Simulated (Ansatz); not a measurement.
bcc K

Level of theory: LDA (Ansatz, a first-principles code, PAW).

Settings: plane-wave cutoff 520 eV, 18×18×18 k mesh, Fermi–Dirac smearing 0.1 eV, perturbation theory, force constants from a 6×6×6 q mesh, scalar-relativistic PAW data made under PBE.

Cell: relaxed at this level.

| Quantity | Result |
|---|---|
| zero-point energy | 0.010 eV/atom |

Computing time: very roughly 40 core-minutes.
